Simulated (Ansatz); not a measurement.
# B2F (doublet): wave-function methods side by side, def2-TZVPP

The task here is to estimate one member of a computed series from the others.

Computed with Ansatz 0.2.0, Gaussian basis. Level: def2-TZVPP, core rule «outside noble gas», up to 3 orbitals frozen.

Plan: UHF; ROHF; CCSD(T) on UHF.

2 further runs of the same task are left out: 2 set aside as unsound or not needed.

### What is computed

The geometry is a PBE0/def2-TZVP stationary point (not a proven minimum).

3 atoms, charge 0, spin multiplicity 2.

Atoms are counted from 1 here; the program's logs count them from 0.

Bond lengths: B1–B2 1.561 Å, B2–F3 1.282 Å. Angles: B1–B2–F3 164.1°.

Set-up of the first run:

in.yaml reads:

```yaml
crystal:
  periodic: [false, false, false]
  atoms:
    - {symbol: B, position_ang: [0.000000, -0.075298, 1.454571]}
    - {symbol: B, position_ang: [0.000000, 0.130064, -0.093193]}
    - {symbol: F, position_ang: [0.000000, -0.054766, -1.361378]}
basis:
  gaussian: {orbitals: def2-TZVPP}
magnetization: {spin_polarized: true, initial_magnetization: 1}
hamiltonian: {xc: hf}
output: {orbitals: {seedname: orbitals}}
```

Run with:

```
$ ansatz run in.yaml --threads 1 --pin off --events-out ev --progress --plain --max-ram 2560MiB --backend cpu
```

Steps of the session up to this table: UHF; ROHF; CCSD(T) on UHF.

One of the session's tables, all rows but one given; the rest of the session is left out.

| method | from UCCSD(T) (meV) |
| --- | --- |
| ROHF | +12065.7 |
| UMP2 | ? |
| UCCSD | +688.0 |
| UCCSD(T) | 0 |

Q: Estimate the row for UMP2 from the others.

As computed: from UCCSD(T) (meV): +1599.0. In the column «from UCCSD(T) (meV)» it lies between UCCSD (+688.0) and ROHF (+12065.7).

Left out of the table: UHF (another determinant or state than the rows shown).

The program flags UCCSD(T) as in doubt (see the logs), so the zero of the table is itself unsure.

Limits of these values: The determinant is far from a pure spin state, so its energy mixes those of several spin states (harmless only where they are near-degenerate, as at dissociation). The program flags UCCSD(T) as in doubt, so the zero of the table is itself unsure. Warnings: spin contamination; coupled cluster took another determinant than the lowest.
